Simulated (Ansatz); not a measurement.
Width of the whole s-p valence band (eV) of solids drawn from the class of alkali halides, at two levels: PBE (Ansatz, a first-principles code, PAW), and PBE0 (Ansatz, PAW).

```
solid             PBE   PBE0
--------------  -----  -----
rock-salt LiBr  13.44  14.63
rock-salt NaCl  12.66      ?
rock-salt LiCl  13.38  14.68
rock-salt NaI   11.02  12.01
rock-salt NaF   18.95  20.35
rock-salt LiF   19.97  21.58
```

Problem. Estimate the withheld PBE0 value from the other rows.

Solution. One way: carry over the typical difference. The differences PBE0 − PBE of the other rows, in order: 0.99, 1.19, 1.30, 1.40, 1.61; median 1.30. Rock-salt NaCl: 12.66 + (1.30) = 13.96 eV; the run gives 13.88 eV. The differences spread from 0.99 to 1.61, so such an estimate is rough.

Over all 6 rows PBE0 is the larger in 6.

Spin–orbit coupling is left out, also for the solids with elements from indium on (rock-salt NaI); its size isn't shown.

Cells: PBE at the measured cell; PBE0 at the measured cell. Ansatz's density-functional and Hartree–Fock values are scalar-relativistic unless marked +SOC, with PAW data made under PBE.
